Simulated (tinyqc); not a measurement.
Inside a calculation. Method: G0W0 on RHF in the sto-3g basis, for HF, spin multiplicity 1. One step of it, computed by the program tinyqc.

Task: Orthogonalisation. S = U s U^T; symmetric (Loewdin) form X = U s^(-1/2) U^T, so that X^T S X = 1.

overlap S, order 1F 1s, 1F 2s, 1F 2px, 1F 2py, 1F 2pz, 2H 1s:
```
[[1.000000, 0.237990, 0.000000, 0.000000, 0.000000, 0.055545],
 [0.237990, 1.000000, 0.000000, 0.000000, 0.000000, 0.482388],
 [0.000000, 0.000000, 1.000000, 0.000000, 0.000000, 0.000000],
 [0.000000, 0.000000, 0.000000, 1.000000, 0.000000, 0.000000],
 [0.000000, 0.000000, 0.000000, 0.000000, 1.000000, 0.365584],
 [0.055545, 0.482388, 0.000000, 0.000000, 0.365584, 1.000000]]
```

Give: eigenvalues of S; X.

Result:

eigenvalues of S: [0.379, 0.846, 1.000, 1.000, 1.121, 1.654]

X, order 1F 1s, 1F 2s, 1F 2px, 1F 2py, 1F 2pz, 2H 1s:
```
[[1.023, -0.135, 0.000, 0.000, -0.009, 0.024],
 [-0.135, 1.149, 0.000, 0.000, 0.094, -0.326],
 [0.000, 0.000, 1.000, 0.000, 0.000, 0.000],
 [0.000, 0.000, 0.000, 1.000, 0.000, 0.000],
 [-0.009, 0.094, 0.000, 0.000, 1.070, -0.243],
 [0.024, -0.326, 0.000, 0.000, -0.243, 1.192]]
```
